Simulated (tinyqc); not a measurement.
The integration grid: Kohn-Sham PBE on finer and finer grids in the sto-3g basis, for BH2+, spin multiplicity 1. Computed by the program tinyqc with PySCF. Command: `OMP_NUM_THREADS=1 python tinyqc.py 110251 110252 out.jsonl`; one thread of a shared host (Intel(R) Xeon(R) Processor @ 2.60GHz), about 3 s.

Geometry (angstrom):
```
atom       x        y       z
B     0.0000   0.0000  0.0000
H     0.0000   1.1200  0.3650
H     0.0000  -1.1200  0.3650
```

Self-consistent on each grid; the net force on the molecule should vanish.

Kohn-Sham energy on Becke grids (radial x angular points per atom):
```
grid       points  residual of the electron count  E (hartree)  E - finest (mhartree)  largest net force without grid terms (hartree/bohr)
10 x 14       418                       -2.26e-02   -25.227270              23.193655                                             2.78e-02
15 x 26      1166                       -3.68e-03   -25.248355               2.108291                                             5.08e-03
20 x 50      2994                        9.76e-04   -25.250630              -0.166613                                             3.10e-03
30 x 86      7704                       -2.19e-04   -25.250361               0.101988                                             4.68e-04
50 x 194    29034                       -3.88e-06   -25.250463               0.000669                                             2.63e-06
75 x 302    67856                        8.22e-08   -25.250463               0.000030                                             3.01e-07
120 x 590  212202                       -1.52e-09   -25.250463               0.000000                                             3.91e-08
```

The energy is within 0.1 mhartree of the finest grid first at 50 x 194. The error has both signs, since quadrature is not variational. The electron count and the net force are cheap signs of a poor grid.
